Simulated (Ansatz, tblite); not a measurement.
# AlCl2(NH2) (AlCl₂H₂N): removing an electron

The task here is to estimate one member of a computed series from the others.

The runs use Ansatz 0.2.0, Gaussian basis; as each input shows.

Plan: charge +1 doublet, at the geometry of the singlet (PBE0-D4/def2-TZVP, PBE-D4/def2-TZVP, r2SCAN-D4/def2-TZVP, CCSD(T)/def2-TZVPP); charge +1 doublet, relaxed (PBE0-D4/def2-TZVP, PBE-D4/def2-TZVP); the starting singlet's energies come from earlier runs.

## The relaxed structure

The singlet was relaxed beforehand with PBE0-D4/def2-SVP.

6 atoms, charge 0, spin multiplicity 1.

Atoms are counted from 1 here; the program's logs count them from 0.

Bond lengths: Al1–Cl2 2.092 Å, Al1–Cl3 2.091 Å, Al1–N4 1.752 Å, N4–H5 1.014 Å, N4–H6 1.014 Å. Angles: Cl2–Al1–Cl3 119.7°, Cl2–Al1–N4 120.1°, Cl3–Al1–N4 120.2°, Al1–N4–H5 124.8°, Al1–N4–H6 124.5°, H5–N4–H6 110.7°.

The first run:

File in.yaml:

```yaml
crystal:
  periodic: [false, false, false]
  atoms:
    - {symbol: Al, position_ang: [0.355208, 0.624085, 0.006114]}
    - {symbol: Cl, position_ang: [2.424977, 0.646089, 0.306128]}
    - {symbol: Cl, position_ang: [-0.670625, 2.424989, -0.274211]}
    - {symbol: N, position_ang: [-0.513734, -0.897740, -0.008918]}
    - {symbol: H, position_ang: [-1.513248, -0.991386, -0.148392]}
    - {symbol: H, position_ang: [-0.082579, -1.806048, 0.119279]}
basis:
  gaussian: {orbitals: def2-SVP}
total_charge: 1
magnetization: {spin_polarized: true, initial_magnetization: 1}
hamiltonian: {xc: pbe0, dispersion: d4}
output: {orbitals: {seedname: orbitals}}
```

Started as:

```console
> ansatz run in.yaml --threads 4 --pin off --events-out ev --progress --plain --max-ram 3916MiB
```

Among the steps run: Charge +1 doublet at the fixed geometry, first pass, PBE0-D4/def2-SVP; Charge +1 doublet at the fixed geometry, PBE0-D4/def2-TZVP; Charge +1 doublet at the fixed geometry, PBE-D4/def2-TZVP; Charge +1 doublet at the fixed geometry, r2SCAN-D4/def2-TZVP; Charge +1 doublet at the fixed geometry, CCSD(T)/def2-TZVPP.

One table of the session follows, with a row left open; its other results are not shown here.

It belongs to the step «Vertical ionisation energy». 

```
             method  vertical ionisation energy (eV)
      HF/def2-TZVPP                                ?
   PBE-D4/def2-TZVP                            10.01
r2SCAN-D4/def2-TZVP                            10.13
  PBE0-D4/def2-TZVP                            10.30
     MP2/def2-TZVPP                            10.60
    CCSD/def2-TZVPP                            10.36
 CCSD(T)/def2-TZVPP                            10.43
```

**Question.** Estimate the row for HF/def2-TZVPP.

As computed: vertical ionisation energy (eV): 9.04. In the column «vertical ionisation energy (eV)» it is the lowest.
